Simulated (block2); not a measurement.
# DMRG/STO-3G run of BClF (SMILES F[B]Cl)

Aim: the energy change on altering one bond length of BClF at DMRG/STO-3G, from 2 runs. Input form: a Python script.

Program for the calculation: block2 0.5.4.

5 further runs of the same task are left out: 2 that didn't finish, 3 set aside as unsound or not needed.

## 1. The molecule

The species is BClF (3 atoms), meant as a doublet with charge 0. SMILES: `F[B]Cl`. Geometry: relaxed at GFN2-xTB.

Bond lengths: F1–B2 1.321 Å, B2–Cl3 1.698 Å. Angles: F1–B2–Cl3 118.2°.

## 2. The energy at DMRG/STO-3G

Input file dmrg.py:

```python
import numpy as np
from pyscf import cc, dft, gto, mcscf, mp, scf
from pyblock2._pyscf.ao2mo import integrals as itg
from pyblock2.driver.core import DMRGDriver, SymmetryTypes

geom = """
F
B 1 1.320558
Cl 2 1.698072 1 118.16205
"""
mol = gto.M(
    atom=geom,
    basis="sto-3g",
    spin=1,
    verbose=3,
)
print("nao                      = %d" % (mol.nao))
mf = scf.ROHF(mol)
mf.conv_tol = 1e-10
mf.max_cycle = 200
mf.kernel()
if not mf.converged:
    mf = mf.newton().run(mf.mo_coeff, mf.mo_occ)
print(f"reference energy         = {mf.e_tot:.10f}")
# single-reference ladder for comparison
ref = scf.UHF(mol).run(mf.make_rdm1(), conv_tol=1e-10)
pt = mp.MP2(ref, frozen=7).run()
mycc = cc.CCSD(ref, frozen=7)
mycc.max_cycle = 150
mycc.kernel()
print(f"E(MP2)                   = {pt.e_tot:.10f}")
if mycc.converged:
    print(f"E(CCSD)                  = {mycc.e_tot:.10f}")
    print("E(CCSD(T))               = %.10f" % (mycc.e_tot + mycc.ccsd_t()))
# a few density functionals on the same geometry and basis
ks = dft.UKS(mol, xc="pbe0").set(conv_tol=1e-9, verbose=3).run(mf.make_rdm1())
if ks.converged:
    print("E(PBE0)                  = %.8f" % (ks.e_tot))
ks = dft.UKS(mol, xc="hse06").set(conv_tol=1e-9, verbose=3).run(mf.make_rdm1())
if ks.converged:
    print("E(HSE06)                 = %.8f" % (ks.e_tot))
ks = dft.UKS(mol, xc="b3lyp").set(conv_tol=1e-9, verbose=3).run(mf.make_rdm1())
if ks.converged:
    print(f"E(B3LYP)                 = {ks.e_tot:.8f}")
ks = dft.UKS(mol, xc="pbe").set(conv_tol=1e-9, verbose=3).run(mf.make_rdm1())
if ks.converged:
    print("E(PBE)                   = %.8f" % (ks.e_tot))
# natural orbitals of MP2 give a compact matrix product state
occ_no, mo = mcscf.addons.make_natural_orbitals(mp.MP2(mf.to_uhf(), frozen=7).run())
mf.mo_coeff = mo
ncas, n_elec, spin, ecore, h1e, g2e, orb_sym = itg.get_rhf_integrals(mf, ncore=7, ncas=12, pg_symm=False, g2e_symm=1)
dmrg = DMRGDriver(scratch="./tmp", symm_type=SymmetryTypes.SU2, stack_mem=1500 << 20, n_threads=1)
# orbital ordering
idx = dmrg.orbital_reordering(h1e, g2e, method="fiedler")
print("orbital order:", idx.tolist())
h1e = h1e[np.ix_(idx, idx)]
g2e = g2e[np.ix_(idx, idx, idx, idx)]
orb_sym = np.array(orb_sym)[idx]
dmrg.initialize_system(n_sites=ncas, n_elec=n_elec, spin=spin, orb_sym=orb_sym)
mpo = dmrg.get_qc_mpo(h1e=h1e, g2e=g2e, ecore=ecore, iprint=0)
occs = np.array([1.7] * 8 + [1.0] * 1 + [0.3] * 3)[idx]
psi = dmrg.get_random_mps(tag="GS", bond_dim=50, nroots=1, occs=occs)
bond_dims = [50] * 3 + [100] * 4
noises = [0.0001] * 3 + [1e-05] * 4 + [0]
thrds = [1e-09] * 7
e = dmrg.dmrg(mpo, psi, n_sweeps=13, tol=1e-06, bond_dims=bond_dims, noises=noises, thrds=thrds, iprint=1)
ms, dws, es = dmrg.get_dmrg_results()
print("max discarded weight     = %.3e" % (dws[-1]))
print("E(final)                 = %.10f" % (e))
dm1 = dmrg.get_1pdm(psi)
print("NOONs                    =", np.round(np.linalg.eigvalsh(dm1)[::-1], 5).tolist())
c_act = mf.mo_coeff[:, 7:19][:, idx]
dm_ao = c_act @ dm1 @ c_act.T + 2 * mf.mo_coeff[:, :7] @ mf.mo_coeff[:, :7].T
print("dipole moment (debye)    =", np.round(scf.hf.dip_moment(mol, dm_ao, verbose=0), 4).tolist())
print(f"max block entropy        = {max(dmrg.get_bipartite_entanglement(psi)):.4f}")
# FCI check
ci = mcscf.CASCI(mf, 12, (9, 8))
ci.fix_spin_(ss=0.75)
ci.fcisolver.conv_tol = 1e-10
ci.fcisolver.max_cycle = 200
ci.kernel()
print("E(FCI)                   = %.10f" % (ci.e_tot))
```

Started as:

```bash
$ python dmrg.py
```

What it wrote:

```text
nao                      = 19
converged SCF energy = -577.006003106458
reference energy         = -577.0060031065
converged SCF energy = -577.006793652034  <S^2> = 0.75387539  2S+1 = 2.0038716
E(UMP2) = -577.064494555336  E_corr = -0.0577009033023599
E(SCS-UMP2) = -577.063956326346  E_corr = -0.0571626743122835
E(UCCSD) = -577.0749998301025  E_corr = -0.06820617806859966
E(MP2)                   = -577.0644945553
E(CCSD)                  = -577.0749998301
UCCSD(T) correction = -0.0057843775222736
E(CCSD(T))               = -577.0807842076
converged SCF energy = -577.882081023552  <S^2> = 0.75286067  2S+1 = 2.0028586
E(PBE0)                  = -577.88208102
converged SCF energy = -577.907895306841  <S^2> = 0.75285221  2S+1 = 2.0028502
E(HSE06)                 = -577.90789531
converged SCF energy = -578.114615963361  <S^2> = 0.75196407  2S+1 = 2.0019631
E(B3LYP)                 = -578.11461596
converged SCF energy = -577.789473806704  <S^2> = 0.75273412  2S+1 = 2.0027323
E(PBE)                   = -577.78947381
E(UMP2) = -577.063455060992  E_corr = -0.0574519545336159
E(SCS-UMP2) = -577.06285366135  E_corr = -0.0568505548912736
orbital order: [4, 7, 1, 6, 10, 9, 8, 11, 5, 0, 3, 2]

Sweep =    0 | Direction =  forward | Bond dimension =   50 | Noise =  1.00e-04 | Dav threshold =  1.00e-09
Time elapsed =      0.968 | E =    -577.0774404411 | DW = 1.45616e-05

Sweep =    1 | Direction = backward | Bond dimension =   50 | Noise =  1.00e-04 | Dav threshold =  1.00e-09
Time elapsed =      1.714 | E =    -577.0799042803 | DE = -2.46e-03 | DW = 5.53349e-05

Sweep =    2 | Direction =  forward | Bond dimension =   50 | Noise =  1.00e-04 | Dav threshold =  1.00e-09
Time elapsed =      2.387 | E =    -577.0808404439 | DE = -9.36e-04 | DW = 5.93825e-05

Sweep =    3 | Direction = backward | Bond dimension =  100 | Noise =  1.00e-05 | Dav threshold =  1.00e-09
Time elapsed =      3.569 | E =    -577.0811425295 | DE = -3.02e-04 | DW = 3.79968e-06

Sweep =    4 | Direction =  forward | Bond dimension =  100 | Noise =  1.00e-05 | Dav threshold =  1.00e-09
Time elapsed =      5.055 | E =    -577.0812084718 | DE = -6.59e-05 | DW = 4.74210e-06

Sweep =    5 | Direction = backward | Bond dimension =  100 | Noise =  1.00e-05 | Dav threshold =  1.00e-09
Time elapsed =      6.796 | E =    -577.0812273702 | DE = -1.89e-05 | DW = 5.71406e-06

Sweep =    6 | Direction =  forward | Bond dimension =  100 | Noise =  1.00e-05 | Dav threshold =  1.00e-09
Time elapsed =      8.218 | E =    -577.0812274122 | DE = -4.21e-08 | DW = 5.19159e-06

Sweep =    7 | Direction = backward | Bond dimension =  100 | Noise =  0.00e+00 | Dav threshold =  1.00e-07
Time elapsed =      9.482 | E =    -577.0812287103 | DE = -1.30e-06 | DW = 4.67323e-06

Sweep =    8 | Direction =  forward | Bond dimension =  100 | Noise =  0.00e+00 | Dav threshold =  1.00e-07
Time elapsed =     11.200 | E =    -577.0812286991 | DE = 1.12e-08 | DW = 4.65919e-06

max discarded weight     = 4.659e-06
E(final)                 = -577.0812286991
NOONs                    = [1.99965, 1.99944, 1.99683, 1.99152, 1.9895, 1.98184, 1.97546, 1.96871, 1.00492, 0.04498, 0.02688, 0.02027]
dipole moment (debye)    = [-0.947, -0.0, -1.1989]
max block entropy        = 0.3000
CASCI E = -577.081251614708  E(CI) = -65.5889748471513  S^2 = 0.7500000
E(FCI)                   = -577.0812516147
```

It took 29 s on 1 thread of Intel Xeon Platinum 8259CL at 2.50GHz (Skylake/Cascade Lake), shared host; peak memory 0.32 GiB.

## 3. The distorted shape: the energy at DMRG/STO-3G

Input file dmrg.py:

```python
import numpy as np
from pyscf import cc, dft, gto, mcscf, mp, scf
from pyblock2._pyscf.ao2mo import integrals as itg
from pyblock2.driver.core import DMRGDriver, SymmetryTypes

geom = """
F      0.663469     1.177822     0.481752
B     -0.391190     0.306940    -0.178100
Cl    -0.134740    -1.371190    -0.217610
"""
mol = gto.M(
    atom=geom,
    basis="sto-3g",
    charge=0,
    spin=1,
    verbose=4,
    max_memory=2000,
)
print("nao = %d" % (mol.nao))
mf = scf.ROHF(mol)
mf.conv_tol = 1e-10
mf.max_cycle = 200
mf.kernel()
if not mf.converged:
    mf = mf.newton().run(mf.mo_coeff, mf.mo_occ)
print("SCF energy = %.10f" % (mf.e_tot))
# MP2, CCSD and CCSD(T) with the same frozen core
ref = scf.UHF(mol).run(mf.make_rdm1(), conv_tol=1e-10)
pt = mp.MP2(ref, frozen=7).run()
mycc = cc.CCSD(ref, frozen=7)
mycc.max_cycle = 150
mycc.kernel()
print(f"E(MP2) = {pt.e_tot:.10f}")
if mycc.converged:
    print("CCSD total energy = %.10f" % (mycc.e_tot))
    print(f"E(CCSD(T)) = {mycc.e_tot + mycc.ccsd_t():.10f}")
# a few density functionals on the same geometry and basis
ks = dft.UKS(mol, xc="pbe0").set(conv_tol=1e-9, verbose=3).run(mf.make_rdm1())
if ks.converged:
    print(f"E(PBE0) = {ks.e_tot:.8f}")
ks = dft.UKS(mol, xc="hse06").set(conv_tol=1e-9, verbose=3).run(mf.make_rdm1())
if ks.converged:
    print(f"E(HSE06) = {ks.e_tot:.8f}")
ks = dft.UKS(mol, xc="b3lyp").set(conv_tol=1e-9, verbose=3).run(mf.make_rdm1())
if ks.converged:
    print("E(B3LYP) = %.8f" % (ks.e_tot))
ks = dft.UKS(mol, xc="pbe").set(conv_tol=1e-9, verbose=3).run(mf.make_rdm1())
if ks.converged:
    print("E(PBE) = %.8f" % (ks.e_tot))
# natural orbitals of MP2 give a compact matrix product state
occ_no, mo = mcscf.addons.make_natural_orbitals(mp.MP2(mf.to_uhf(), frozen=7).run())
mf.mo_coeff = mo
ncas, n_elec, spin, ecore, h1e, g2e, orb_sym = itg.get_rhf_integrals(mf, ncore=7, ncas=12, pg_symm=False, g2e_symm=8)
drv = DMRGDriver(scratch="./tmp", symm_type=SymmetryTypes.SU2, stack_mem=1500 << 20, n_threads=1)
drv.initialize_system(n_sites=ncas, n_elec=n_elec, spin=spin, orb_sym=orb_sym)
mpo = drv.get_qc_mpo(h1e=h1e, g2e=g2e, ecore=ecore, iprint=1)
occs = np.array([1.8] * 8 + [1.0] * 1 + [0.2] * 3)
mps = drv.get_random_mps(tag="GS", bond_dim=50, nroots=1, occs=occs)
bond_dims = [50] * 4 + [75] * 2 + [100] * 3
noises = [0.0001] * 4 + [0.0001] * 2 + [1e-05] * 3 + [0]
thrds = [1e-08] * 9
e = drv.dmrg(mpo, mps, n_sweeps=15, tol=1e-06, bond_dims=bond_dims, noises=noises, thrds=thrds, iprint=1)
ms, dws, es = drv.get_dmrg_results()
print("DW = %.3e" % (dws[-1]))
print(f"final energy = {e:.10f}")
dm1 = drv.get_1pdm(mps)
print("occupation numbers =", np.round(np.linalg.eigvalsh(dm1)[::-1], 5).tolist())
c_act = mf.mo_coeff[:, 7:19]
dm_ao = c_act @ dm1 @ c_act.T + 2 * mf.mo_coeff[:, :7] @ mf.mo_coeff[:, :7].T
print("dipole / D =", np.round(scf.hf.dip_moment(mol, dm_ao, verbose=0), 4).tolist())
print(f"max block entropy = {max(drv.get_bipartite_entanglement(mps)):.4f}")
csf, coef = drv.get_csf_coefficients(mps, cutoff=0.08, iprint=1)
print("c0^2 = %.4f" % (np.max(np.abs(coef)) ** 2))
# FCI check
ci = mcscf.CASCI(mf, 12, (9, 8))
ci.fix_spin_(ss=0.75)
ci.fcisolver.conv_tol = 1e-10
ci.fcisolver.max_cycle = 200
ci.kernel()
print("exact diagonalisation = %.10f" % (ci.e_tot))
```

Started as:

```bash
$ python dmrg.py
```

What it wrote:

```text
[INPUT] verbose = 4
[INPUT] num. atoms = 3
[INPUT] num. electrons = 31
[INPUT] charge = 0
[INPUT] spin (= nelec alpha-beta = 2S) = 1
[INPUT] symmetry False subgroup None
[INPUT] Mole.unit = angstrom
[INPUT] Symbol           X                Y                Z      unit          X                Y                Z       unit  Magmom
[INPUT]  1 F      0.663469000000   1.177822000000   0.481752000000 AA    1.253774702139   2.225761003487   0.910379339961 Bohr   0.0
[INPUT]  2 B     -0.391190000000   0.306940000000  -0.178100000000 AA   -0.739241962669   0.580032536674  -0.336560222785 Bohr   0.0
[INPUT]  3 Cl    -0.134740000000  -1.371190000000  -0.217610000000 AA   -0.254621698024  -2.591173564742  -0.411223301967 Bohr   0.0

nuclear repulsion = 71.4928509476423
number of shells = 11
number of NR pGTOs = 57
number of NR cGTOs = 19
basis = sto-3g
ecp = {}
CPU time:         1.07
nao = 19

[... 43 lines left out ...]
converged SCF energy = -576.967469486671
SCF energy = -576.9674694867
[... 64 lines left out ...]
converged SCF energy = -576.968344492243  <S^2> = 0.75436252  2S+1 = 2.0043578
[... 22 lines left out ...]
Init t2, MP2 energy = -0.0598924873882245
[... 17 lines left out ...]
UCCSD converged
[... 2 lines left out ...]
CCSD total energy = -577.0428369158
[... 11 lines left out ...]
converged SCF energy = -577.849986565745  <S^2> = 0.75467527  2S+1 = 2.0046698
[... 10 lines left out ...]
converged SCF energy = -577.876023949707  <S^2> = 0.75466505  2S+1 = 2.0046596
[... 10 lines left out ...]
converged SCF energy = -578.084564833995  <S^2> = 0.7533034  2S+1 = 2.0033007
[... 10 lines left out ...]
converged SCF energy = -577.763282678342  <S^2> = 0.75457275  2S+1 = 2.0045675
[... 10 lines left out ...]
integral symmetrize error =  0.0
integral cutoff error =  0.0
[... 47 lines left out ...]
Sweep =    9 | Direction = backward | Bond dimension =  100 | Noise =  0.00e+00 | Dav threshold =  1.00e-07
Time elapsed =     21.785 | E =    -577.0508018714 | DE = -1.16e-05 | DW = 1.73678e-05

Sweep =   10 | Direction =  forward | Bond dimension =  100 | Noise =  0.00e+00 | Dav threshold =  1.00e-07
Time elapsed =     24.315 | E =    -577.0508089419 | DE = -7.07e-06 | DW = 1.78006e-05

Sweep =   11 | Direction = backward | Bond dimension =  100 | Noise =  0.00e+00 | Dav threshold =  1.00e-07
Time elapsed =     26.706 | E =    -577.0508090607 | DE = -1.19e-07 | DW = 1.77996e-05

DW = 1.780e-05
final energy = -577.0508090607
occupation numbers = [1.99963, 1.9994, 1.99616, 1.99014, 1.98939, 1.98034, 1.96363, 1.9535, 1.00552, 0.05361, 0.04761, 0.02108]
dipole / D = [-0.2299, 1.0134, -0.0165]
max block entropy = 0.5179
DTRIE T =      0.001
Number of CSF =          3 (cutoff =      0.08)
Sum of weights of included CSF =    0.941356997325190

CSF          0 22222222-000  =    0.957000110338846
CSF          1 222222+2-0-0  =   -0.131637272625322
CSF          2 22222220-200  =   -0.090440116056939
c0^2 = 0.9158

******** <class 'pyscf.mcscf.casci.CASCI'> ********
CAS (9e+8e, 12o), ncore = 7, nvir = 0
natorb = False
canonicalization = True
sorting_mo_energy = False
max_memory 2000 MB (current use 358 MB)
******** <class 'pyscf.fci.addons.SpinPenaltyFCISolver'> ********
max. cycles = 200
conv_tol = 1e-10
davidson only = True
linear dependence = 1e-12
level shift = 0.001
max iter space = 12
max_memory 2000 MB
nroots = 1
pspace_size = 400
spin = None
Density matrix diagonal elements [1.99958395 1.99935833 1.99593693 1.98656141 1.98987971 1.98068958
 1.95437081 1.95311853 1.00614333 0.04976278 0.0631569  0.02143774]
CASCI converged
CASCI E = -577.050886958916  E(CI) = -63.8679534480569  S^2 = 0.7500000
exact diagonalisation = -577.0508869589
```

It took 42 s on 1 thread of Intel Xeon Platinum 8259CL at 2.50GHz (Skylake/Cascade Lake), shared host; peak memory 0.33 GiB.

## 4. Results

At DMRG/STO-3G, 7 core orbitals frozen:

```
                                                                   quantity          value
                                           run 1, DMRG/STO-3G: total energy  -577.08123 Eh
run 1, DMRG/STO-3G: dipole moment (of the density that the program reports)         1.53 D
                                              distorted shape: total energy  -577.05081 Eh
   distorted shape: dipole moment (of the density that the program reports)         1.04 D
          energy change with the F1–B2 bond stretched from 1.321 to 1.519 Å       0.828 eV
```

**Reading.** With the F1–B2 bond stretched from 1.321 to 1.519 Å the energy rises by 0.83 eV (79.9 kJ/mol). The first shape isn't relaxed at this level, so the change isn't measured from a minimum. The minimal basis adds a large error of its own.
